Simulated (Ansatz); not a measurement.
# A barrier at the coupled-cluster level

Start structure (C$_{2}$H$_{4}$Cl, doublet), relaxed at PBE0-D4/def2-TZVP:

```
7
angstrom
Cl 1.9665 0.2085 -0.0943
C 0.1782 0.2696 -0.4891
C -0.5964 -0.3510 0.5803
H 0.0878 -0.2489 -1.4413
H -0.0399 1.3276 -0.6188
H -0.8647 0.2187 1.4603
H -0.7315 -1.4244 0.6031
```

The step: C₂H₄Cl ([CH2][CH2][Cl]) → C₂H₄Cl ([CH2][CH2][Cl]); bonds formed: Cl1–C3; bonds broken: Cl1–C2. Computed with Ansatz 0.2.0 (basis: def2-TZVPP and def2-QZVPP); correlated methods freeze the cores; orbitals are unrestricted. Extrapolation: Hartree–Fock as exp(−7.88 √X), correlation as X^−2.97. Energies below are by CCSD(T) at an estimated basis limit (MP2 extrapolated from triple and quadruple zeta, plus CCSD(T) − MP2 in triple zeta).

Q: What are the electronic barrier and the energy of the step, from the start structure to the end structure? (Judge from chemistry; the value comes from the calculation.)

A: Computed: Barrier 11.24 kcal/mol; step energy 0.00 kcal/mol (both ends alike: a degenerate step); reverse barrier, their difference, 11.24 kcal/mol. Barrier and step energy count from the start structure, the reverse barrier from the end structure.

The saddle point: One imaginary mode of 184i cm⁻¹.
| pair | start (Å) | saddle (Å) | end (Å) |
| --- | --- | --- | --- |
| Cl1–C3 | 2.71 | 2.54 | 1.83 |
| Cl1–C2 | 1.83 | 2.54 | 2.71 |

Zero-point energy (harmonic, PBE0-D4): ZPE is 32.75 kcal/mol at the start and 32.78 kcal/mol at the saddle, so the barrier goes from 11.24 to 11.26 kcal/mol.

First-order rate constant out of the start structure at 498 K by transition-state theory, with harmonic vibrational free energies alone and no tunnelling: ΔA‡ = 11.73 kcal/mol, so k = (kB T/h) exp(−ΔA‡/kB T) ≈ 10^8 s⁻¹ (an order of magnitude at best: rotation, the number of equivalent paths and anharmonicity are left out).

T1 diagnostic: at most 0.012. ⟨S²⟩ of the unrestricted Hartree–Fock references: 0.76 to 0.77 (a pure state has 0.75).

Labels in which every atom is bracketed show which atoms are joined, not bond orders.

For scale, one of the runs: CCSD(T)/def2-TZVPP, 160 basis functions, launched by `ansatz run in.yaml --threads 2 --pin off --events-out ev --progress --plain --max-ram 4352MiB`. Time: 43 s of wall clock on 2 CPU threads; the host was shared. Peak host memory: 2.8 GiB.
